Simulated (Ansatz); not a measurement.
**BSiN+ (doublet): from Hartree-Fock to the top rungs, cc-pVDZ**

Aim: climb from Hartree-Fock through coupled cluster and multireference methods for BSiN+ (doublet) at one geometry and basis, and see what each rung misses.

Method: cc-pVDZ, core rule «outside noble gas», up to 7 orbitals frozen; program: Ansatz 0.2.0, Gaussian basis.

The runs, in order: UHF; CCSD(T) on ROHF; CCSD(T) on UHF; BCCD(T) on ROHF; CISD; CCSDT(Q) on ROHF; CCSDT(Q) on UHF; CASSCF and MRCISD+Q, 9 electrons in 11 orbitals; CASSCF and NEVPT2, 9 electrons in 11 orbitals.

22 further runs of the same task are left out: 2 for a known fault of the program, 10 that didn't finish, 10 set aside as unsound or not needed.

## Step 1: The system

The geometry is a PBE0/def2-TZVP stationary point (not a proven minimum) of the parent state, kept for this charge and spin.

3 atoms, charge 1, spin multiplicity 2.

Atoms are counted from 1 here; the program's logs count them from 0.

Bond lengths: B1–N2 1.366 Å, N2–Si3 1.578 Å. Angles: B1–N2–Si3 180.0°.

## Step 2: UHF

The input, in.yaml:

```yaml
crystal:
  periodic: [false, false, false]
  atoms:
    - {symbol: B, position_ang: [0.000000, 0.000000, 1.436730]}
    - {symbol: N, position_ang: [0.000000, 0.000000, 0.070506]}
    - {symbol: Si, position_ang: [0.000000, 0.000000, -1.507236]}
basis:
  gaussian: {orbitals: cc-pVDZ}
total_charge: 1
magnetization: {spin_polarized: true, initial_magnetization: 1}
hamiltonian: {xc: hf}
output: {orbitals: {seedname: orbitals}}
```

On the command line:

```console
> ansatz run in.yaml --threads 1 --pin off --events-out ev --progress --plain --max-ram 2393MiB
```

The runs that follow: CCSD(T) on ROHF; CCSD(T) on UHF; BCCD(T) on ROHF; CISD; CCSDT(Q) on ROHF; CCSDT(Q) on UHF; CASSCF and MRCISD+Q, 9 electrons in 11 orbitals; CASSCF and NEVPT2, 9 electrons in 11 orbitals.

Q: Predict the results of all the runs planned. Wanted: UCCSDT(Q) below the RHF energy; RMP2 from UCCSDT(Q); UMP2 from UCCSDT(Q); RCCSD from UCCSDT(Q); RCCSD(T) from UCCSDT(Q); UCCSD(T) from UCCSDT(Q); RCCSDT(Q) from UCCSDT(Q); NEVPT2 valence from UCCSDT(Q); MRCISD+Q valence from UCCSDT(Q).

The runs gave:

```
                         quantity                      value
   UCCSDT(Q) below the RHF energy                 -7.9971 eV
              RMP2 from UCCSDT(Q)            +21.90 kcal/mol
              UMP2 from UCCSDT(Q)            +21.43 kcal/mol
             RCCSD from UCCSDT(Q)             +9.69 kcal/mol
          RCCSD(T) from UCCSDT(Q)             +1.46 kcal/mol
          UCCSD(T) from UCCSDT(Q)             +1.48 kcal/mol
         RCCSDT(Q) from UCCSDT(Q)             +0.13 kcal/mol
    NEVPT2 valence from UCCSDT(Q)            +20.54 kcal/mol
  MRCISD+Q valence from UCCSDT(Q)             +2.17 kcal/mol
levels within 1 kcal/mol (43 meV)  RCCSDT, UCCSDT, RCCSDT(Q)
                    T1 diagnostic                      0.026
   effectively unpaired electrons                       1.08
```

RCCSD(T) lands +1.46 kcal/mol from the yardstick (0.8 % of the correlation energy). One determinant dominates. Of the multireference levels listed MRCISD+Q valence comes nearest in total energy (+2.17 kcal/mol), which doesn't show that its space is the better one. These misses are within one basis, not against nature; the frozen cores of restricted and unrestricted runs differ, which can shift their rows.
